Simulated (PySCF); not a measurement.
A mixed set of molecules. Level of theory: PySCF 2.14.0, density-fitted response routines, TDDFT CAM-B3LYP/def2-SVPD, vertical, gas phase, core orbitals frozen in the response. Geometries: GFN2-xTB; one conformer of each isolated species. Triplets are in the Tamm–Dancoff approximation. Ions are computed without counter-ions or solvent.

Question: Rank by computed S1–T1 gap, highest first.
A. `C#C[SiH2]/C=C\[SiH3]` (C4H8Si2)
B. `C=C(C#N)[C@@]1(F)CO1` (C5H4FNO)
C. `[O-][n+]1ccc(F)cc1` (C5H4FNO)
D. `CS[c+]1sccs1` ([C4H5S3]+)
E. `Cl[C@@H]1[C@@H]2C=CC[C@H]12` (C6H7Cl)
F. `N#[N+][O-]` (N2O)
G. `O` (H2O)

Answer: B (2.59 eV), E (2.29 eV), A (1.72 eV), C (1.59 eV), D (1.37 eV), F (1.11 eV), G (0.48 eV).

```json
{"SMILES": "C=C(C#N)[C@@]1(F)CO1", "S1−T1 (eV)": "2.59", "S1 (eV)": "6.31", "T1 (eV)": "3.72", "S1 mainly": "H→L (87%)", "T1 mainly": "H→L (89%)", "f(S1)": "0.317"}
{"SMILES": "Cl[C@@H]1[C@@H]2C=CC[C@H]12", "S1−T1 (eV)": "2.29", "S1 (eV)": "6.43", "T1 (eV)": "4.14", "S1 mainly": "H→L (94%)", "T1 mainly": "H→L (76%)", "f(S1)": "0.106"}
{"SMILES": "C#C[SiH2]/C=C\\[SiH3]", "S1−T1 (eV)": "1.72", "S1 (eV)": "5.68", "T1 (eV)": "3.96", "S1 mainly": "H-1→L (36%)", "T1 mainly": "H→L (51%)", "f(S1)": "0.008"}
{"SMILES": "[O-][n+]1ccc(F)cc1", "S1−T1 (eV)": "1.59", "S1 (eV)": "4.25", "T1 (eV)": "2.66", "S1 mainly": "H→L+1 (93%)", "T1 mainly": "H→L (95%)", "f(S1)": "0.028"}
{"SMILES": "CS[c+]1sccs1", "S1−T1 (eV)": "1.37", "S1 (eV)": "3.97", "T1 (eV)": "2.60", "S1 mainly": "H→L (98%)", "T1 mainly": "H→L (98%)", "f(S1)": "0.217"}
{"SMILES": "N#[N+][O-]", "S1−T1 (eV)": "1.11", "S1 (eV)": "6.96", "T1 (eV)": "5.85", "S1 mainly": "H-1/H→L/L+1 (≥79%)", "T1 mainly": "H-1/H→L/L+1 (≥77%)", "f(S1)": "0.000"}
{"SMILES": "O", "S1−T1 (eV)": "0.48", "S1 (eV)": "7.54", "T1 (eV)": "7.06", "S1 mainly": "H→L (99%)", "T1 mainly": "H→L (96%)", "f(S1)": "0.053"}
```

H and L stand for HOMO and LUMO. A slash joins orbitals within 0.01 eV of each other, whose weights are summed (≥ marks a lower bound). For `C#C[SiH2]/C=C\[SiH3]` and `[O-][n+]1ccc(F)cc1` the leading configurations of S1 and T1 differ. Singlets come from full response and triplets from the Tamm–Dancoff approximation.
